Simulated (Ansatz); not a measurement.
## OS: a composite energy at a relaxed geometry

Run with Ansatz 0.2.0 through its Python package.

`composite_os.py`
```python
import itertools
import logging
import sys
import warnings

import ansatz as az
from ase.data import atomic_numbers, covalent_radii
import numpy as np

logging.basicConfig(stream=sys.stdout, format="%(levelname)s:%(name)s:%(message)s")
logger = logging.getLogger("run")
logger.setLevel(logging.INFO)

GEOMETRY = """
O     0.83970    0.00000    0.00000
S    -0.83970    0.00000    0.00000
"""

warnings.simplefilter("ignore", az.DeckWarning)

geometry = az.Crystal.molecule()
for line in GEOMETRY.strip().splitlines():
    symbol, *xyz = line.split()
    geometry = geometry.atom(symbol, [float(v) for v in xyz])

calc = (
    geometry.calculation()
    .basis(gaussian="def2-SVP")
    .functional("pbe0")
    .spin("collinear", total=2)
    .scf(lower_state_search="off")
)
symbols = [site.symbol for site in geometry.cartesian_sites]
start = np.array([site.position_ang for site in geometry.cartesian_sites], dtype=float)
report = calc.relax(force_tolerance=0.01, max_steps=100).run(threads=1, pin="off").report
end = np.array(report["positions_ang"])
radius = [covalent_radii[atomic_numbers[s]] for s in symbols]
span = lambda where, i, j: np.linalg.norm(where[i] - where[j])
bonded = [(i, j) for i, j in itertools.combinations(range(len(symbols)), 2) if min(span(start, i, j), span(end, i, j)) < 1.2 * (radius[i] + radius[j])]
logger.info("pair        before    after (A)")
for i, j in bonded:
    print(f"{symbols[i]}{i}-{symbols[j]}{j}".ljust(10), f"{span(start, i, j):8.4f} {span(end, i, j):8.4f}")

minimum = az.Crystal.molecule()
for symbol, place in zip(symbols, end):
    minimum = minimum.atom(symbol, place.tolist())
at_minimum = minimum.calculation().spin("collinear", total=2)
level = lambda method, basis: at_minimum.basis(gaussian=basis).correlation(method).run(threads=1, pin="off").report
small, large, cluster = level("mp2", "cc-pVDZ"), level("mp2", "cc-pVTZ"), level("ccsd_t", "cc-pVDZ")
corr = lambda each: (each["free_energy_ev"] - each["reference_energy_ev"]) / 27.211386246
mp2_limit = (27 * corr(large) - 8 * corr(small)) / 19
pieces = {"HF / cc-pVTZ": large["reference_energy_ev"] / 27.211386246, "MP2 correlation, DZ-TZ limit": mp2_limit, "CCSD(T) - MP2 / cc-pVDZ": corr(cluster) - corr(small)}
for name, value in pieces.items():
    logger.info(f"{name:32s} {value:14.6f} Ha")
logger.info(f"{'sum':32s} {sum(pieces.values()):14.6f} Ha")
print("T1 diagnostic", round(cluster["correlation"]["coupled_cluster"]["t1_diagnostic"], 4))
```

```console
$ python composite_os.py
INFO:run:pair        before    after (A)
O0-S1        1.6794   1.5018
INFO:run:HF / cc-pVTZ                        -472.401297 Ha
INFO:run:MP2 correlation, DZ-TZ limit          -0.412049 Ha
INFO:run:CCSD(T) - MP2 / cc-pVDZ               -0.021441 Ha
INFO:run:sum                                 -472.834788 Ha
T1 diagnostic 0.0166
```

Notes:
- These settings explore the input space; basis and method may be short of convergence.
- The sum leaves out core correlation, relativity, the Hartree-Fock basis error and zero-point energy; a DZ-TZ extrapolation is rough.
- The run takes the species as open-shell (spin multiplicity 3), which needn't be its ground state.
- Inner cores stay frozen, so this is valence correlation.
- For Al to Cl the sets with a tight d function, cc-pV(X+d)Z, are usual.
- The spin state was assumed, and another may lie lower.
- Finished in 4.3 s on 1 thread of Arm Neoverse V2, on a shared host, peak memory 0.17 GiB.
